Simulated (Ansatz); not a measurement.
The input, for Ansatz 0.2.0:

```yaml
crystal:
  periodic: [false, false, false]
  atoms:
    - {symbol: Al, position_ang: [-1.085586, 0.000000, 0.000000]}
    - {symbol: H, position_ang: [-1.878510, 1.373384, 0.000000]}
    - {symbol: H, position_ang: [-1.878510, -1.373384, 0.000000]}
    - {symbol: H, position_ang: [0.389414, 0.000000, 0.000000]}
    - {symbol: F, position_ang: [1.720414, 0.000000, 0.000000]}
basis:
  gaussian: {orbitals: cc-pVDZ}
magnetization: {spin_polarized: false, initial_magnetization: 1}
correlation: {method: ccsdt_q, electrons: outside_noble_gas}
```

```sh
$ ansatz run in.yaml --threads 1 --pin off --events-out ev --progress --plain --max-ram 2393MiB
```

Output:

```
825 factors; integrals over basis functions are off by at most 2.5e-7 eV
mean field evaluation 1: about -9329.3320 eV, gradient 2.9e1 eV
mean field evaluation 2: about -9329.3526 eV, gradient 2.9e1 eV
mean field evaluation 4: about -9332.3577 eV, gradient 4.2e0 eV
mean field evaluation 8: about -9332.6722 eV, gradient 1.5e0 eV
mean field evaluation 16: about -9332.6964 eV, gradient 1.5e-6 eV
mean field evaluation 32: about -9330.3573 eV, gradient 1.3e1 eV
mean field evaluation 64: about -9330.6803 eV, gradient 4.2e0 eV
mean field evaluation 96: about -9331.0417 eV, gradient 1.0e-1 eV
mean field evaluation 128: about -9327.1121 eV, gradient 2.1e0 eV
mean field evaluation 160: about -9327.6516 eV, gradient 3.9e-1 eV
...
cycle  11  -8.06460353 eV  change    7.0e-5 eV  update   1.5e-4
cycle  12  -8.06459621 eV  change    7.3e-6 eV  update   7.1e-5
cycle  13  -8.06458533 eV  change    1.1e-5 eV  update   3.1e-5
cycle  14  -8.06456756 eV  change    1.8e-5 eV  update   1.8e-5
cycle  15  -8.06458195 eV  change   -1.4e-5 eV  update   1.0e-5
cycle  16  -8.06458860 eV  change   -6.7e-6 eV  update   5.2e-6
cycle  17  -8.06459154 eV  change   -2.9e-6 eV  update   2.7e-6
cycle  18  -8.06459044 eV  change    1.1e-6 eV  update   1.3e-6
cycle  19  -8.06458911 eV  change    1.3e-6 eV  update   9.5e-7
cycle  20  -8.06458803 eV  change    1.1e-6 eV  update   4.9e-7
perturbative correction -0.01468808 eV, -0.0005397770 hartree
Total energy: -9340.77570236 eV, -343.2671756566 hartree
```

For the same geometry and basis UCCSDT(Q) lies 0.2 meV lower.

Ran on 1 thread of Arm Neoverse V1, shared host: 62 s wall, 0.69 GiB peak host memory.
